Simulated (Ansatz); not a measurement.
Chalcopyrite CdGeAs₂, treated with PBE-D4 (PAW; Ansatz, an electronic-structure program).

Settings: plane-wave cutoff 520 eV, 8×8×8 k mesh, Fermi–Dirac smearing 0.01 eV, scalar-relativistic PAW data made under PBE.

Cell (relaxed at this level):

```
CdAs2Ge
1.0
   -2.98630     2.98630     5.65207
    2.98630    -2.98630     5.65207
    2.98630     2.98630    -5.65207
Cd Ge As
2 2 4
Direct
  0.00000   0.00000   0.00000
  0.75000   0.25000   0.50000
  0.50000   0.50000   0.00000
  0.25000   0.75000   0.50000
  0.87500   0.84877   0.47377
  0.15123   0.62500   0.02623
  0.37500   0.40123   0.52623
  0.59877   0.12500   0.97377
```

Task: Give the computed bulk modulus B0 and pressure derivative B′ of the bulk modulus.

Result: 
- bulk modulus B0 = 59.2 GPa
- pressure derivative B′ of the bulk modulus = 4.7

The run finds no gap.

Measured, for comparison: bulk modulus 69.9 GPa (temperature not stated, not corrected to a static lattice; as tabulated in Toher et al. (2017), arXiv:1611.05714). Computed (rounded) less measured: bulk modulus -15 %.

Note: the gap of the solid is closed in this run; this level leaves the solid without a gap, although one is measured; the bulk modulus comes from volumes at which shape and atoms were relaxed.

The result took about 30 core-minutes (a rough figure).
